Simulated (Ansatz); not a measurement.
## Pulling the pair apart

The pair of HCl (SMILES Cl, atoms 1–2) and Si$_{2}$H$_{6}$ (SMILES [SiH3][SiH3], atoms 3–10), both closed shells, in one local arrangement (a lower one may exist), relaxed at PBE0-D4/def2-TZVP:

```xyz
10
angstrom
Cl -0.4232 0.3103 -3.1592
H -0.7669 -0.4950 -2.2211
Si -0.4650 -0.9492 0.8083
Si 0.7752 1.0163 0.5319
H -1.6093 -0.7291 1.7314
H -1.0282 -1.4192 -0.4931
H 0.3872 -2.0441 1.3421
H 1.3064 1.4308 1.8583
H -0.0886 2.0987 -0.0048
H 1.9124 0.7803 -0.3940
```

Si$_{2}$H$_{6}$ is shifted rigidly along the line between the mean atom positions of the two fragments (negative: closer). Counterpoise interaction energies in kJ/mol. Ansatz 0.2.0; basis: def2-TZVPPD; cores frozen in the correlated methods.

```
shift (Å)    HF  PBE0-D4  wB97M-V
    -0.39  20.0     -3.8     -1.0
    -0.20  10.8     -6.8     -4.8
     0.00   5.5     -7.5     -6.1
     0.20   2.5     -7.1     -6.0
     0.47   0.6     -5.9     -4.9
     0.99  -0.4     -3.4     -3.0
     1.97  -0.2     -0.9     -1.0
     3.94  -0.1      0.1     -0.2
```

At the largest shift the D4 term itself is slightly repulsive (PBE0-D4 +2.0 meV): a quirk of that model, not of the functional.

(1) What does CCSD(T) give at these shifts? (Judge from chemistry; the value comes from the calculation.)

No T1 diagnostic of these runs exceeds 0.012.

Results:

(1) By the calculation: 2.3, -2.5, -4.5, -5.0, -4.5, -2.9, -1.0, -0.2 kJ/mol. For zero shift, CCSD(T) at an estimated basis limit (MP2 extrapolated from triple and quadruple zeta, plus CCSD(T) − MP2 in triple zeta) gives -6.2 kJ/mol. These are counterpoise interaction energies, counted from the two frozen fragments.

For scale, one of the runs: CCSD(T)/def2-TZVPPD, 266 basis functions, launched by `ansatz run in.yaml --threads 4 --pin off --events-out ev --progress --plain --max-ram 9574MiB`. Time: 77 s of wall clock on 4 CPU threads of an Arm Neoverse V2; the host was shared. Peak host memory: 5.9 GiB.
